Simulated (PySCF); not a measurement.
# Electric properties by functional and basis

Compound: H3Si(SH), H₄SSi.
Bonds: Si1–S2. Hydrogens: H3, H4, H5 on Si1; H6 on S2.

PySCF, dipoles from the SCF density, polarisabilities from static response with core orbitals frozen. Isolated species at its PBE0-D3(BJ)/def2-SVP geometry, gas phase.

Q: Compare the levels for these properties.

A: 

| level | μ (D) | α (Å³) | anisotropy (Å³) |
| --- | --- | --- | --- |
| LDA/def2-SVPD | 1.047 | 8.01 | 2.30 |
| PBE/def2-SVPD | 1.005 | 7.85 | 2.27 |
| B3LYP/def2-SVPD | 1.042 | 7.65 | 2.14 |
| PBE0/def2-SVPD | 1.085 | 7.59 | 2.12 |
| BHandHLYP/def2-SVPD | 1.121 | 7.40 | 1.99 |
| CAM-B3LYP/def2-SVPD | 1.110 | 7.55 | 2.05 |
| wB97X-D/def2-SVPD | 1.145 | 7.52 | 2.04 |
| LC-wPBE/def2-SVPD | 1.191 | 7.36 | 1.97 |
| HF/def2-SVPD | 1.222 | 7.14 | 1.80 |
| PBE0/6-31G* | 1.461 | 5.66 | 2.28 |
| PBE0/6-31+G* | 1.439 | 6.31 | 2.07 |
| PBE0/def2-SVP | 1.207 | 5.93 | 2.07 |
| PBE0/aug-cc-pVDZ | 1.084 | 7.62 | 2.22 |
| PBE0/def2-TZVP | 1.046 | 6.83 | 2.34 |
| PBE0/def2-TZVPD | 1.005 | 7.66 | 2.19 |
| PBE0/aug-cc-pVTZ | 1.030 | 7.69 | 2.20 |

The anisotropy is √(½[(α1 − α2)² + (α2 − α3)² + (α3 − α1)²]). The dipole runs from 1.01 D (PBE0/def2-TZVPD) to 1.46 D (PBE0/6-31G*). No reference polarisability is at hand; against PBE0 in the largest diffuse basis at hand (aug-cc-pVTZ) the other PBE0 rows deviate by 6-31G* -26%, 6-31+G* -18%, def2-SVP -23%, def2-SVPD -1%, aug-cc-pVDZ -1%, def2-TZVP -11%, def2-TZVPD 0%. In one basis (def2-SVPD) the functionals order the polarisability from HF (lowest) to LDA (highest), a spread of 12%. With PBE0 the polarisability is 6.14 Å³ without diffuse functions (mean of 6-31G*, def2-SVP and def2-TZVP) and 7.37 Å³ with them (mean of 6-31+G*, def2-SVPD, aug-cc-pVDZ, def2-TZVPD and aug-cc-pVTZ).

Without π bonds the low states are Rydberg-like; a valence basis with one diffuse set may place them up to an eV too high.
